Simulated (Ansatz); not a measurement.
1T (CdI2-type) CdI2 was calculated with PBE (Ansatz, a first-principles code, plane waves, PAW).

Rigid layers of the crystal as relaxed at this level are moved apart or together:

```
run   k mesh  layer repeat (Å)  energy against free layers (meV/Å²)  gap on the mesh (eV)
---  -------  ----------------  -----------------------------------  --------------------
1    12×12×6              6.54                                 4.90                 2.067
2    12×12×6              6.69                                 2.91                 2.182
3    12×12×6              6.84                                 1.56                 2.289
4    12×12×6              7.04                                 0.45                 2.364
5    12×12×6              7.34                                -0.32                 2.402
6    12×12×6              7.84                                -0.58                 2.434
7    12×12×4              8.84                                -0.29                 2.471
8    12×12×4             10.84                                -0.02                 2.489
```

The lowest energy of these points lies at a layer repeat of 7.84 Å.

Spin–orbit coupling is not included.

Note: the cell comes from a level without a dispersion term, which matters for the spacing of layers, chains or molecules.
